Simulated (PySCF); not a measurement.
Cartesian coordinates (Å):
SMILES: [F]
```xyz
1

F      0.0000     0.0000     0.0000
```
Charge 0, spin multiplicity 2.

Question: What is the computed dipole moment, highest occupied spin orbital and total energy (PBE-D3(BJ)/def2-TZVP in PySCF)?

Answer: 
- dipole moment = 0.00 D
- highest occupied spin orbital = -10.14 eV
- total energy = -99.6691 Ha
